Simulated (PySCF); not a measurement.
Excitations are Tamm–Dancoff values on a coarser integration grid. The basis has no diffuse functions, so Rydberg states are missing or too high.

Cartesian coordinates (Å):
```xyz
5

C     -0.1538     0.0019    -0.0016
Cl     1.6404    -0.0204     0.0173
H     -0.4943    -0.5991    -0.8394
H     -0.5107    -0.4135     0.9359
H     -0.4816     1.0311    -0.1122
```
Charge 0, multiplicity 1.

Predict the total energy, HOMO and S1–T1 gap (TDA) from ωB97X-D3(BJ)/def2-TZVP // B3LYP-D3(BJ)/def2-TZVP run with PySCF.


* **total energy**: -500.1685 Ha
* **HOMO**: -10.99 eV
* **S1–T1 gap (TDA)**: 0.84 eV
